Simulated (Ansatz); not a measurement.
# hcp Lu

These are PBE-D3(BJ) (PAW; Ansatz, a first-principles code) values and carry that method's errors.

Run with plane-wave cutoff 520 eV, 18×18×10 k mesh (along the axes of the cell as run), Fermi–Dirac smearing 0.05 eV, scalar-relativistic PAW data made under PBE.

Cell (relaxed at this level):

```xyz
2
Lattice="1.7285 -2.9938 0.0000 1.7285 2.9938 0.0000 0.0000 0.0000 5.3792" Properties=species:S:1:pos:R:3 pbc="T T T"
Lu     1.7285     0.9979     1.3448
Lu     1.7285    -0.9979     4.0344
```

```yaml
bulk_modulus: 49.3 GPa
band_gap: zero (no gap)
pressure derivative B′ of the bulk modulus: 3.4
```

Measured, for comparison: bulk modulus 47.6 GPa (room temperature, not corrected to a static lattice; as tabulated in Wikipedia's data pages). Computed (rounded) less measured: bulk modulus +4 %. A static lattice is as a rule a little smaller and stiffer than an uncorrected measurement, which narrows the difference in the bulk modulus and would widen misses of the other sign.

Note: the bulk modulus comes from volumes at which shape and atoms were relaxed.

Spin–orbit coupling is not included.

Computed values are for the static lattice.

Cost on a shared machine: around 6 core-minutes (rough).
